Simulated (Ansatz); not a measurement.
Reaction (SMILES): P (PH3) → 3 H atom + P atom
B3LYP-D3(BJ)/def2-TZVP geometries, fixed; electronic energies without zero-point terms.

Basis-set convergence of the atomisation energy at HF with Ansatz (a program for electronic structure). Cartesian d functions, on some or all atoms, in 6-311G**; all else is spherical. Open shells are unrestricted. No added dispersion term, no relativity. Functions are those of the species that has most. Reference: the value in aug-pcseg-3, 172.77 kcal/mol, itself unsure by roughly 0.11 kcal/mol (its mean distance from aug-cc-pV(Q+d)Z, cc-pV(5+d)Z, def2-QZVPPD). Deviations are taken from unrounded values.

| basis | functions | atomisation energy (kcal/mol) | minus reference (kcal/mol) |
|---|---|---|---|
| STO-3G | 12 | 229.21 | 56.44 |
| cc-pV(D+d)Z | 38 | 168.81 | -3.96 |
| 6-311G** | 45 | 169.21 | -3.56 |
| def2-SVPD | 48 | 169.78 | -2.99 |
| 6-311++G(3df,3pd) | 101 | 173.23 | 0.46 |
| aug-cc-pV(T+d)Z | 124 | 172.19 | -0.58 |
| cc-pV(Q+d)Z | 154 | 172.62 | -0.14 |
| aug-cc-pV(Q+d)Z | 227 | 172.66 | -0.10 |
| cc-pV(5+d)Z | 265 | 172.72 | -0.05 |

The smallest set listed that lies within 1 kcal/mol of the reference with all its larger relatives (same family, alike in diffuse functions; a set with none counts only in the reference's own line) is aug-cc-pV(T+d)Z (124 functions, -0.58 kcal/mol off). Inside, with no larger relative to test it: 6-311++G(3df,3pd).
